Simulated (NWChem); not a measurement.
**One shape, several levels: CH5B (BH2Me)**

We compute a comparison of 6 runs (HF/STO-3G, HF/def2-SVP, PBE/6-31G, B3LYP/6-31G*, SVWN5/def2-SVP, B3LYP/aug-cc-pVDZ) of CH5B (BH2Me). 

Program for the calculation: NWChem 7.3.0.

## Step 1: The structure to begin with

The species is CH5B (7 atoms), meant as a singlet with charge 0. SMILES: `[H]B([H])C`. Geometry: relaxed at GFN2-xTB.

Bond lengths: B1–C4 1.565 Å, B1–H2 1.170 Å, B1–H3 1.170 Å, C4–H5 1.093 Å, C4–H6 1.087 Å, C4–H7 1.088 Å. Angles: B1–C4–H5 107.0°, B1–C4–H6 114.5°, B1–C4–H7 113.9°, H2–B1–C4 120.0°, H3–B1–C4 120.6°, H5–C4–H6 106.4°, H5–C4–H7 105.8°, H6–C4–H7 108.6°, H2–B1–H3 119.4°.

## Step 2: Energy and gradient at HF/STO-3G (run 1)

m1.nw

```
start m1
title "BH2Me"
memory stack 880 mb heap 220 mb global 1100 mb

geometry units angstroms noautosym nocenter noautoz
  B        0.444840       0.781100       0.006260
  H        1.614940       0.782320       0.008990
  H       -0.129680       1.798100      -0.061390
  C       -0.337160      -0.573970       0.039720
  H       -0.405600      -0.929380      -0.991140
  H       -1.358290      -0.496260       0.405500
  H        0.170950      -1.361910       0.592050
end

basis spherical bse
  * library STO-3G
end

scf
  thresh 1e-08
  maxiter 80
  print medium
end

task scf gradient
```

Launch:

```console
$ nwchem m1.nw > m1.out
```

Log:

```text
[...]
  functions       =    15
[...]
  wavefunction    = RHF
[...]
         Total SCF energy =    -64.667426957623
      One-electron energy =   -149.442658270637
      Two-electron energy =     52.844216405750
 Nuclear repulsion energy =     31.931014907264
        Time for solution =      0.3s
[...]
                         RHF ENERGY GRADIENTS
    atom               coordinates                        gradient
                 x          y          z           x          y          z
   1 B       0.840626   1.476065   0.011830   -0.002633  -0.004767  -0.001209
   2 H       3.051794   1.478370   0.016989    0.005391  -0.001338   0.000202
   3 H      -0.245060   3.397916  -0.116010   -0.003823   0.004026  -0.000086
   4 C      -0.637140  -1.084646   0.075060    0.004971   0.010152   0.002256
   5 H      -0.766473  -1.756274  -1.872983   -0.000512  -0.001914  -0.001684
   6 H      -2.566796  -0.937795   0.766284   -0.003828  -0.001778   0.000088
   7 H       0.323049  -2.573637   1.118812    0.000435  -0.004382   0.000433
[...]
```

Run time: 1.1 s. Hardware: 1 thread of AMD EPYC 7R43 (Zen 3), shared host; peak memory 0.096 GiB.

## Step 3: Energy and forces at HF/def2-SVP (run 2)

ch5b.nw

```
START ch5b
TITLE "CH5B"
memory 2200 mb
charge 0
GEOMETRY noautosym nocenter noautoz
   B        0.444840       0.781100       0.006260
   H        1.614940       0.782320       0.008990
   H       -0.129680       1.798100      -0.061390
   C       -0.337160      -0.573970       0.039720
   H       -0.405600      -0.929380      -0.991140
   H       -1.358290      -0.496260       0.405500
   H        0.170950      -1.361910       0.592050
END
BASIS spherical bse
   * library def2-SVP
END
SCF
   thresh 1e-08
   maxiter 80
   noprint "final vectors analysis"
END
TASK scf gradient
```

Launch:

```console
$ nwchem ch5b.nw > ch5b.out
```

Log:

```text
[...]
  functions       =    53
[...]
  wavefunction    = RHF
[...]
         Total SCF energy =    -65.395095720659
      One-electron energy =   -149.702966120208
      Two-electron energy =     52.376855492285
 Nuclear repulsion energy =     31.931014907264
        Time for solution =      2.2s
[...]
                         RHF ENERGY GRADIENTS
    atom               coordinates                        gradient
                 x          y          z           x          y          z
   1 B       0.840626   1.476065   0.011830    0.007404   0.012674  -0.000901
   2 H       3.051794   1.478370   0.016989   -0.017086  -0.001419   0.000236
   3 H      -0.245060   3.397916  -0.116010    0.007083  -0.015527   0.001300
   4 C      -0.637140  -1.084646   0.075060    0.002894   0.003717  -0.004140
   5 H      -0.766473  -1.756274  -1.872983   -0.000499   0.000345   0.005406
   6 H      -2.566796  -0.937795   0.766284    0.002831  -0.001390  -0.000634
   7 H       0.323049  -2.573637   1.118812   -0.002626   0.001600  -0.001266
[...]
```

Wall time 3.9 s (1 thread of AMD EPYC 7R43 (Zen 3), shared host); peak memory 0.092 GiB.

Runs 3 to 5 aren't shown in full; the table further down has their settings and results.

## Step 4: Energy and forces at B3LYP/aug-cc-pVDZ (run 6)

ch5b.nw

```
start ch5b
memory total 2200 mb
geometry units angstroms noautosym nocenter noautoz
 B     0.444840    0.781100    0.006260
 H     1.614940    0.782320    0.008990
 H    -0.129680    1.798100   -0.061390
 C    -0.337160   -0.573970    0.039720
 H    -0.405600   -0.929380   -0.991140
 H    -1.358290   -0.496260    0.405500
 H     0.170950   -1.361910    0.592050
end
basis spherical bse
 B library aug-cc-pVDZ
 H library aug-cc-pVDZ
 C library aug-cc-pVDZ
end
dft
 xc b3lyp
 grid fine
 convergence energy 1e-08
 maxiter 100
 mulliken
 print medium
end
task dft gradient
```

Launch:

```console
$ nwchem ch5b.nw > ch5b.out
```

Log:

```text
[...]
          Wavefunction type:  closed shell.
          No. of atoms     :     7
          No. of electrons :    16
[...]
          Charge           :     0
          Spin multiplicity:     1
[...]
          AO basis - number of functions:    91
[...]
              XC Information
              --------------
                         B3LYP Method XC Potential
                     Hartree-Fock (Exact) Exchange  0.200
                        Slater Exchange Functional  0.800 local
                    Becke 1988 Exchange Functional  0.720 non-local
              Lee-Yang-Parr Correlation Functional  0.810
                  VWN I RPA Correlation Functional  0.190 local
[...]
 d= 0,ls=0.0,diis     1    -65.9267940753 -9.79D+01  2.15D-02  1.78D-01     2.1
[...]
 d= 0,ls=0.0,diis     8    -65.9496787991 -3.76D-10  1.77D-07  2.28D-10    14.0
         Total DFT energy =      -65.949678799139
      One electron energy =     -149.932599171984
           Coulomb energy =       63.408708592373
    Exchange-Corr. energy =      -11.356803126792
 Nuclear repulsion energy =       31.931014907264
[...]
      Total Density - Mulliken Population Analysis
     ---------------------------------------------
    Atom       Charge   Shell Charges
 -----------   ------   -------------------------------------------------------
    1 B    5     6.30   2.02  0.61  1.02 -0.13  1.54  1.10  0.06  0.07 -0.00
    2 H    1     0.26   0.79 -0.52 -0.03  0.01  0.00
    3 H    1     0.25   0.79 -0.52 -0.04  0.01  0.01
    4 C    6     4.90   2.02  0.66  0.16  0.05  2.18 -0.08 -0.04  0.03 -0.07
    5 H    1     1.40   0.76  0.58  0.05  0.03 -0.02
    6 H    1     1.45   0.78  0.66  0.03  0.03 -0.05
    7 H    1     1.43   0.77  0.64  0.03  0.03 -0.05
[...]
  wavefunction    = closed shell
                         DFT ENERGY GRADIENTS
    atom               coordinates                        gradient
                 x          y          z           x          y          z
   1 B       0.840626   1.476065   0.011830    0.010137   0.017648  -0.000101
   2 H       3.051794   1.478370   0.016989   -0.016589  -0.000881   0.000046
   3 H      -0.245060   3.397916  -0.116010    0.007326  -0.014797   0.001064
   4 C      -0.637140  -1.084646   0.075060   -0.003570  -0.009077  -0.006852
   5 H      -0.766473  -1.756274  -1.872983   -0.000071   0.002615   0.010131
   6 H      -2.566796  -0.937795   0.766284    0.007838  -0.001395  -0.001445
   7 H       0.323049  -2.573637   1.118812   -0.005072   0.005885  -0.002843
[...]
```

Wall time 21 s (1 thread of AMD EPYC 7R43 (Zen 3), shared host); peak memory 0.11 GiB.

## Step 5: Overview of the runs

```csv
run,level,iteration cap,module,energy (Eh),dipole moment (D),HOMO energy (eV),LUMO energy (eV),wall time
1,HF/STO-3G,80,scf,-64.667427,0.33,-11.73,6.90,1.1 s
2,HF/def2-SVP,80,scf,-65.395096,0.46,–,–,3.9 s
3,PBE/6-31G,100,dft,-65.806518,0.75,-7.48,-1.95,8.7 s
4,B3LYP/6-31G* (Cartesian functions),100,dft,-65.945594,0.63,-8.75,-1.07,14 s
5,SVWN5/def2-SVP,100,dft,-65.174671,0.83,-7.52,-2.48,7.8 s
6,B3LYP/aug-cc-pVDZ,100,dft,-65.949679,0.57,-8.91,-1.56,21 s
```

## Step 6: Outcome

| quantity | value |
| --- | --- |
| run 6: total energy | -65.94968 Eh |
| run 6: dipole moment | 0.57 D |
| run 6: HOMO energy | -8.91 eV |
| run 6: LUMO energy | -1.56 eV |
| run 6: HOMO–LUMO gap | 7.36 eV |
| run 6: largest force on an atom | 1.047 eV/Å |

**Reading.** The dipole moment (its size) runs from 0.33 D (HF/STO-3G) to 0.83 D (SVWN5/def2-SVP). The two ends differ in method and basis. Over runs 1, 3, 4, 5, 6 the HOMO–LUMO gap runs from 5.04 eV (SVWN5/def2-SVP) to 18.62 eV (HF/STO-3G). Totals of different functionals can't be ranked against each other. In run 1 the basis is minimal, so the values are rough. All runs together took 56 s, the longest 21 s.
